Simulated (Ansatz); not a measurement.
I need a comparison of dispersion corrections of C3H5FO, SMILES OC1(F)CC1. Use Ansatz 0.2.0 through its Python package. Settings (for the species named): PBE, def2-SVP basis, multiplicity 1, D3BJ dispersion.

`c3h5fo.xyz`
```text
10

O    -1.31930    0.68220    0.76190
C    -0.04910    0.26140    0.50600
F     0.85910    0.52730    1.47430
C     0.16720   -1.00880   -0.24480
C     0.42940    0.27880   -0.92600
H    -1.38870    1.18920    1.61160
H     0.93560   -1.67030    0.04470
H    -0.77490   -1.51140   -0.54900
H    -0.24860    0.67920   -1.61970
H     1.47240    0.52110   -1.05610
```

`disp_c3h5fo.py`
```python
"""Size of D3 and D4 in C3H5FO."""

import ansatz as az

BASIS = "def2-SVP"

c3h5fo = az.Crystal.molecule_from_extxyz("c3h5fo.xyz")

calculation = c3h5fo.calculation().basis(gaussian=BASIS)
for name in ["pbe", "r2scan"]:
    for correction in ("d3bj", "d4"):
        report = calculation.functional(name, dispersion=correction).run().report
        print(f"{name:8s} {correction:5s} total {report['free_energy_ev']:.5f} eV, of which dispersion {1000 * report['dispersion']['energy']['ev']:.2f} meV")
```

```console
$ python disp_c3h5fo.py
pbe      d3bj  total -7940.30235 eV, of which dispersion -161.24 meV
pbe      d4    total -7940.29660 eV, of which dispersion -155.50 meV
DeckWarning: the engine holds no damping parameters fitted to this dispersion correction and functional, so the run takes those fitted to r2scan beside the three-body term, which d3bj leaves out (hamiltonian.dispersion, under Limitations)
r2scan   d3bj  total -7944.94153 eV, of which dispersion -42.52 meV
r2scan   d4    total -7944.93690 eV, of which dispersion -37.89 meV
```
(Warnings from the package without file and line.)

Reading the output:
- Total energies depend on the basis set; only differences at equal settings carry meaning.
- The geometry is a force-field or estimated start, not a minimum of this method, and the basis set is short of its limit. D4 holds the three-body term, and d3bj doesn't.
- A dispersion term here runs with damping parameters fitted for another variant or functional.
- Run time: 11 s on 1 thread of Arm Neoverse V2 (shared host), peak memory 0.2 GiB.
